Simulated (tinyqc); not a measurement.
Inside a calculation. Method: ROHF in the sto-3g basis, for BH2, spin multiplicity 2. One step of it, computed by the program tinyqc.

Question. Orthogonalisation. S = U s U^T; symmetric (Loewdin) form X = U s^(-1/2) U^T, so that X^T S X = 1.

overlap S, order 1B 1s, 1B 2s, 1B 2px, 1B 2py, 1B 2pz, 2H 1s, 3H 1s:
$$\begin{pmatrix}
1.000000 & 0.269328 & 0.000000 & 0.000000 & 0.000000 & 0.080307 & 0.080307 \\
0.269328 & 1.000000 & 0.000000 & 0.000000 & 0.000000 & 0.519197 & 0.519197 \\
0.000000 & 0.000000 & 1.000000 & 0.000000 & 0.000000 & 0.000000 & 0.000000 \\
0.000000 & 0.000000 & 0.000000 & 1.000000 & 0.000000 & 0.477587 & -0.477587 \\
0.000000 & 0.000000 & 0.000000 & 0.000000 & 1.000000 & 0.191407 & 0.191407 \\
0.080307 & 0.519197 & 0.000000 & 0.477587 & 0.191407 & 1.000000 & 0.108672 \\
0.080307 & 0.519197 & 0.000000 & -0.477587 & 0.191407 & 0.108672 & 1.000000
\end{pmatrix}$$

Give: eigenvalues of S; X.

Answer.

eigenvalues of S: [0.253, 0.268, 0.879, 1.000, 1.065, 1.623, 1.912]

X, order 1B 1s, 1B 2s, 1B 2px, 1B 2py, 1B 2pz, 2H 1s, 3H 1s:
$$\begin{pmatrix}
1.032 & -0.170 & 0.000 & 0.000 & -0.010 & 0.026 & 0.026 \\
-0.170 & 1.374 & 0.000 & 0.000 & 0.124 & -0.403 & -0.403 \\
0.000 & 0.000 & 1.000 & 0.000 & 0.000 & 0.000 & 0.000 \\
0.000 & 0.000 & 0.000 & 1.312 & 0.000 & -0.404 & 0.404 \\
-0.010 & 0.124 & 0.000 & 0.000 & 1.045 & -0.146 & -0.146 \\
0.026 & -0.403 & 0.000 & -0.404 & -0.146 & 1.350 & -0.054 \\
0.026 & -0.403 & 0.000 & 0.404 & -0.146 & -0.054 & 1.350
\end{pmatrix}$$
